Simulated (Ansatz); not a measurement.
phosphine (SMILES P) moved off its minimum; all values from Ansatz (a first-principles code), cores frozen in correlated methods.
(charge 0, multiplicity 1)
```xyz
4

P     -0.0133    -0.0104     0.0849
H     -0.5978     1.0592    -0.5552
H      1.1327    -0.0174    -0.7390
H     -0.7021    -0.9883    -0.6269
```

Forces at HF/def2-TZVPP (eV/Å):

| atom | Fx | Fy | Fz |
|---|---|---|---|
| P1 | 0.590 | -0.253 | 0.341 |
| H2 | -0.360 | 0.548 | -0.279 |
| H3 | -0.082 | -0.067 | 0.108 |
| H4 | -0.148 | -0.228 | -0.170 |

**Question.** Give the forces (eV/Å), the total energy and the dipole at CCSD(T)/aug-cc-pV(T+d)Z.

**Answer.** 
```json
[
 {"atom": "P1", "Fx": "0.610", "Fy": "-0.277", "Fz": "0.966"},
 {"atom": "H2", "Fx": "-0.407", "Fy": "0.636", "Fz": "-0.478"},
 {"atom": "H3", "Fx": "0.015", "Fy": "-0.053", "Fz": "-0.116"},
 {"atom": "H4", "Fx": "-0.218", "Fy": "-0.306", "Fz": "-0.373"}
]
```
Energy -342.6980 hartree, dipole 0.66 D.
